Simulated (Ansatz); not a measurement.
Isomers of C$_{4}$H$_{6}$O, relaxed with PBE0-D4/def2-TZVP in Ansatz; electronic energies, one conformer each and not always the lowest. Functionals use def2-TZVPP; CBS adds triple-zeta CCSD(T) − MP2 to the MP2 limit of def2-TZVPP and def2-QZVPP.

(1) Order them by energy at frozen-core CCSD(T)/CBS, lowest first. (An estimate is asked.)
A. `C=C=COC`
B. `C#CCOC`
C. `CC1=C(O)C1`
D. `C1=COCC1`
E. `C=C/C=C\O`
F. `C=C(C)C=O`
G. `CC1(O)C=C1`
H. `COC1=CC1`

(2) How do MP2/CBS(def2), ωB97M-V, PBE0-D4, HF/CBS(def2) place them (kJ/mol, against `C=C(C)C=O`)? (Estimate.)

Answers

(1) F (0.0 kJ/mol), D (22.3 kJ/mol), E (42.0 kJ/mol), A (158.9 kJ/mol), G (171.9 kJ/mol), B (177.3 kJ/mol), C (181.5 kJ/mol), H (236.4 kJ/mol).

(2) Computed: 
| isomer | MP2/CBS(def2) | ωB97M-V | PBE0-D4 | HF/CBS(def2) |
| --- | --- | --- | --- | --- |
| `CC1(O)C=C1` | 161.6 | 170.2 | 166.3 | 201.1 |
| `C#CCOC` | 173.8 | 181.0 | 191.9 | 176.4 |
| `C1=COCC1` | 20.6 | 19.5 | 12.5 | 37.6 |
| `COC1=CC1` | 229.8 | 228.4 | 219.9 | 251.0 |
| `C=C/C=C\O` | 43.3 | 45.8 | 40.1 | 54.0 |
| `CC1=C(O)C1` | 169.7 | 174.6 | 160.5 | 203.9 |
| `C=C=COC` | 166.1 | 154.7 | 154.7 | 167.5 |
